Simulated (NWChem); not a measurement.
## Atomisation of isobutene (C4H8)

```xyz
12

C     -1.2706     0.0000    -0.6771
C      0.0000     0.0000     0.1207
C      1.2706     0.0000    -0.6771
C      0.0000     0.0000     1.4590
H     -1.3217    -0.8834    -1.3364
H     -1.3217     0.8834    -1.3364
H     -2.1614     0.0000    -0.0334
H      1.3217    -0.8834    -1.3364
H      2.1614     0.0000    -0.0334
H      1.3217     0.8834    -1.3364
H      0.9333     0.0000     2.0295
H     -0.9333     0.0000     2.0295
```
Charge 0, spin multiplicity 1.

Everything below was run with NWChem. The geometry was optimised at PBE0/def2-SVP, a minimum by its harmonic frequencies.

Basis set: def2-TZVP. The atomisation energy is electronic alone: no zero-point, thermal, spin-orbit or counterpoise terms. No value is extrapolated to the basis-set limit. Free atoms are single determinants with multiplicities C 3, H 2.

B3LYP has NWChem's definition, with VWN1-RPA local correlation. No SCF solution was tested for a lower state. Open-shell Hartree-Fock references start from PBE0 orbitals.

Question: Order these methods by the atomisation energy they give, lowest first: HF, BHandHLYP, PBE0, LDA (SVWN5), B3LYP.

Answer: HF (878.7 kcal/mol), BHandHLYP (1127.4 kcal/mol), B3LYP (1151.8 kcal/mol), PBE0 (1160.9 kcal/mol), LDA (SVWN5) (1307.6 kcal/mol)
